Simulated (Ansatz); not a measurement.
`F[C@@H]1C=C[C@H]1F`, 10 atoms. Total charge 0; spin multiplicity 1. All runs use 4 threads of an Intel Xeon Platinum 8488C on a shared host. Correlated methods freeze the cores.

Problem. Give the basis size and wall time and peak host memory of each of these runs in Ansatz. RKS CAM-B3LYP-D4/def2-TZVPP energy; RHF-CCSD(T)/def2-TZVPP energy; RKS HSE06 (plane-wave form)-D4/def2-TZVPP energy; RHF-MP2/def2-QZVPP energy; RKS PBE0-D4/def2-TZVP relaxation (7 steps); RKS BLYP-D4/def2-TZVPP energy; RKS ωB97M-V/def2-SVP energy; RKS PBE0-D4/def2-QZVPP energy; RHF-CCSD(T)/def2-SVP energy; RKS PBE-QIDH (frozen core)/def2-TZVPP energy; RKS PBE0-D4/def2-SVP energy; RKS PBE0-D4/def2-TZVP frequencies. (Estimate.)

Solution. Ansatz gave: Other jobs shared the machine, so times are rough.

| level | job | functions | wall time | peak host memory (GiB) |
| --- | --- | --- | --- | --- |
| RKS PBE0-D4/def2-SVP | energy | 104 | 0.7 s | 0.23 |
| RKS BLYP-D4/def2-TZVPP | energy | 242 | 1.4 s | 0.3 |
| RKS ωB97M-V/def2-SVP | energy | 104 | 2.1 s | 0.31 |
| RKS HSE06 (plane-wave form)-D4/def2-TZVPP | energy | 242 | 2.3 s | 0.57 |
| RKS CAM-B3LYP-D4/def2-TZVPP | energy | 242 | 2.9 s | 0.62 |
| RKS PBE-QIDH (frozen core)/def2-TZVPP | energy | 242 | 4.2 s | 0.67 |
| RKS PBE0-D4/def2-QZVPP | energy | 462 | 4.7 s | 1.5 |
| RHF-CCSD(T)/def2-SVP | energy | 104 | 5 s | 0.55 |
| RHF-MP2/def2-QZVPP | energy | 462 | 19 s | 3 |
| RKS PBE0-D4/def2-TZVP | relaxation (7 steps) | 210 | 21 s | 0.52 |
| RKS PBE0-D4/def2-TZVP | frequencies | 210 | 100 s | 0.54 |
| RHF-CCSD(T)/def2-TZVPP | energy | 242 | 100 s | 5.3 |
